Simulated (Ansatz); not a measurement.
Consider W in the bcc (W type) structure (space group Im-3m, No. 229; a = 3.154 Å).

All numbers come from Ansatz (a quantum-chemistry and plane-wave program) PBEsol, no spin-orbit coupling, earlier PAW set.

```
level   lattice parameter a
------  -------------------
PBEsol              3.154 Å
```

Measured: lattice parameter a 3.16 Å (static lattice; corrected from measurement; as listed in Daniel Mejia-Rodriguez, S. B. Trickey, Phys. Rev. B (2018)).

Computed minus measured — lattice parameter a: PBEsol -0.2 %.

Stability against distortions was not tested. The final runs are not spin-polarised. No dispersion term is included in the PBEsol runs.
